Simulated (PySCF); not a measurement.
Mapped SMILES: `[CH:1]#[C:2][CH2:3][NH:4][CH3:5]`. Each H is labelled by its parent atom.

GIAO PBE0/pcSseg-1 shifts (PySCF, gas phase, non-relativistic, equivalent atoms averaged), each against references optimised in the same way as the molecule (TMS, NH3).

On the GFN2-xTB geometry: C2 87.0, C1 78.3, C3 42.8, C5 37.3, N4 45.9, H(C3) 3.50, H(C5) 2.63, H(C1) 1.67, H(N4) -0.05 ppm.

**Question.** What changes on the PBE0-D3(BJ)/def2-SVP geometry?

**Answer.** 
```csv
atoms,δ (ppm),change
C2,85.6,-1.4
C1,76.4,-1.9
C3,42.5,-0.3
C5,37.8,+0.5
N4,40.3,-5.6
H(C3),3.15,-0.35
H(C5),2.36,-0.27
H(C1),2.00,+0.33
H(N4),-0.39,-0.34
```

Bonds between heavy atoms that differ most (equivalent bonds averaged): C1–C2 1.197 → 1.210 Å, C3–N4 1.456 → 1.444 Å, N4–C5 1.449 → 1.439 Å, C2–C3 1.457 → 1.460 Å. Mean change of bonds to hydrogen: C–H +0.015 Å, N–H +0.000 Å. The two structures also differ in conformation, which adds to the changes.
